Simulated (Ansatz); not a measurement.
**HON⁺, doublet in cc-pVDZ: errors against UCCSDTQ**

Geometry: that of the HON, triplet, kept fixed.

```xyz
3

N     0.0000   -0.0590    0.7269
O     0.0000    0.1003   -0.5734
H     0.0000   -0.7728   -0.9996
```

Basis cc-pVDZ; Ansatz 0.2.0. Correlated methods freeze the noble-gas cores, which leaves 11 electrons in 31 orbitals. Prefix R: restricted or restricted open-shell reference; prefix U: unrestricted. Active spaces: valence = (11e, 9o) chosen from the atoms' valence shells.

Full CI isn't at hand for all of this; UCCSDTQ serves as the reference, and is uncertain by about the last step of the cluster series. The frozen core follows each run's orbitals, which can shift R against U totals by a few meV.

Unrestricted rows (U) aren't spin-pure: their determinants' ⟨S²⟩ exceeds S(S+1) by up to 0.48, so they mix in states of higher spin. For open shells CISD is restricted-active-space CI with the open shells as a complete middle space.

The UHF ⟨S²⟩ is 1.232 and the T1 diagnostic (RCCSD) is 0.0410. The largest doubles amplitude (RCCSD) is 0.134. The T1 diagnostic (UCCSD) is 0.0785.

Task: From what is known of these methods and the diagnostics, rank them by the size of their error in total energy against UCCSDTQ in cc-pVDZ, smallest first (an estimate: the text doesn't fix the numbers).
A. RCCSDT
B. MRCISD (valence space)
C. RHF
D. UCCSD(T)
E. CISD

Result: A (35 meV), D (127 meV), B (287 meV), E (1168 meV), C (9814 meV).

All errors are against UCCSDTQ in cc-pVDZ. Within each family the higher level lies nearer, as is usual though not guaranteed.

Natural occupations of CASSCF (valence space) about the gap: 1.988 1.975 1.956 1.904 1.009 0.105 0.047 0.021; effectively unpaired electrons, Σ n²(2−n)², 1.09.
